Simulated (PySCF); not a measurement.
C2H5, charge +1, multiplicity 1. Atoms are numbered in the order given.

```xyz
7

C     -0.0063    -0.7460     0.0000
C     -0.0397     0.6593     0.0000
H     -0.9071    -1.3589     0.0000
H      0.9463    -1.2742     0.0000
H      0.6239     1.0062     0.8276
H     -1.0107     1.1410     0.0000
H      0.6239     1.0062    -0.8276
```
Charge +1, spin multiplicity 1.

Geometry optimised at B3LYP-D3(BJ)/def2-TZVP. A frequency run showed that this geometry is not a minimum. The spin state was assumed, not searched. The isomer is the one that the SMILES or the coordinates give; other isomers of the formula were not compared.

Level of theory: HF/def2-TZVPD (PySCF).

Mulliken values depend strongly on the basis, most of all with diffuse functions as here. ESP charges are fitted to the potential on shells at 1.4 to 2.0 van der Waals radii. Atomic charges (e):

```csv
atom,IAO,Mulliken,ESP fit
C1,0.24,0.04,0.41
C2,-0.42,-0.37,-0.38
H3,0.24,0.27,0.17
H4,0.24,0.29,0.15
H5,0.25,0.26,0.22
H6,0.21,0.25,0.20
H7,0.25,0.26,0.22
```
